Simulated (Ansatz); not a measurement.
C₄H₃Cl (`C=C1C=C1Cl`). Charge 0, multiplicity 1. The geometry is a stationary point of PBE0-D4/def2-TZVP.

```xyz
8

C     0.646    0.557    1.243
C     0.121    0.044    0.143
C     0.181   -0.786   -1.043
C    -0.930   -0.133   -0.802
Cl   -2.491    0.232   -1.280
H     1.656    0.313    1.542
H     0.071    1.231    1.864
H     0.746   -1.458   -1.667
```

Task: What is the dipole moment at B3LYP/def2-TZVPP? (An estimate is asked.)

Result: Ansatz gave: 1.64 D, with components (0.04, -0.93, -1.35) D in this frame, pointing from negative to positive charge.

Task: And with PBE, r2SCAN, ωB97M-V? (Estimate.)

Result: Ansatz gave: PBE 1.57 D, r2SCAN 1.64 D, ωB97M-V 1.68 D.

Task: Give the Mulliken charges with B3LYP, ωB97M-V, r2SCAN in def2-TZVPP. (An estimate is asked.)

Result: The calculation gave: 
```
atom  B3LYP  ωB97M-V  r2SCAN
  C1  -0.29    -0.29   -0.31
  C2   0.01     0.00    0.08
  C3  -0.10    -0.09   -0.10
  C4   0.02     0.00    0.03
 Cl5  -0.02     0.02   -0.02
  H6   0.09     0.09    0.08
  H7   0.09     0.09    0.08
  H8   0.20     0.19    0.15
```

B3LYP here is the variant with VWN-RPA as its local correlation; programs differ in this.
